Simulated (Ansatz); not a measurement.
Start from `FC1=CCCC1` and change one atom or group to get `C1=CCCC1`.

Ansatz, PBE0-D4/def2-TZVP geometries, multiplicity 1. 

```csv
property,`FC1=CCCC1`
HOMO energy (PBE0/def2-TZVPP) / eV,-6.79
HOMO–LUMO gap (ωB97M-V/def2-TZVPP) / eV,11.66
size of the dipole moment (ωB97M-V/def2-TZVPP) / D,1.63
HOMO–LUMO gap (PBE0/def2-TZVPP) / eV,7.57
LUMO energy (PBE0/def2-TZVPP) / eV,0.78
size of the dipole moment (PBE/def2-TZVPP) / D,1.51
```

Question: Give the same properties after the change, and the shifts. (Best estimate.)

Answer: Computed: 
```tsv
property	`C1=CCCC1`	shift
HOMO energy (PBE0/def2-TZVPP) / eV	-6.82	-0.03
HOMO–LUMO gap (ωB97M-V/def2-TZVPP) / eV	11.81	0.15
size of the dipole moment (ωB97M-V/def2-TZVPP) / D	0.22	-1.41
HOMO–LUMO gap (PBE0/def2-TZVPP) / eV	7.47	-0.10
LUMO energy (PBE0/def2-TZVPP) / eV	0.65	-0.13
size of the dipole moment (PBE/def2-TZVPP) / D	0.24	-1.27
```

Dipoles are sizes alone; their direction can turn.
